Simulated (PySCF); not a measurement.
Gas-phase reaction: B2O + BF3 + O2 ⇌ 3 BOF

Energies from PySCF, thermal terms from the rigid-rotor harmonic-oscillator model, ideal gas at 1 bar. The comparison is the NASA 1993 polynomial table, which mixes measured and estimated data. After a fit of one offset per element over all species, the range-separated, M06-2X, PBE0/def2-QZVP and CCSD(T)/def2-TZVPP enthalpies, where run, lie to one side of the table for B2O (+77 kJ/mol), BOF (+19 kJ/mol): a fault of the table's entry, another state or a shared error of the levels is possible; this was not checked at source. S°(298 K) at PBE0/def2-TZVP differs from the NASA 1993 table for B2O (+19 J/mol/K); whether the harmonic model or the table's entry is off was not settled. † marks an energy on the PBE0/def2-TZVP geometry and frequencies; other levels use their own. CCSD(T) freezes the core. 6-31G* has spherical d functions here. Open shells (unrestricted): O2 (multiplicity 3); the rest are closed-shell singlets. CCSD(T) isn't extrapolated to the basis-set limit; its ΔH°(298 K) is -765.7 kJ in def2-SVP and -752.7 kJ in def2-TZVPP. The harmonic model lacks anharmonicity and excited electronic states, which grow with temperature; levels with a mode under 35 cm⁻¹ are left out. Strong static correlation: B2O. Soft modes under 120 cm⁻¹ make the harmonic entropy rough for B2O. The table's entry may be an old estimate for B2O, BOF (not checked at source).

```csv
level,"ΔH°(298 K), kJ",minus table,"ΔG°(1600 K), kJ"
table,-766.6,-,-754.8
CCSD(T)/def2-TZVPP†,-752.7,13.9,-697.7
HF/6-31G*,-640.7,125.9,-606.1
HF/def2-TZVP†,-631.9,134.7,-576.8
PBE/def2-TZVP†,-790.8,-24.2,-735.7
PBE0/def2-TZVP,-764.0,2.6,-708.9
ωB97M-V/def2-TZVP†,-758.9,7.7,-703.8
```
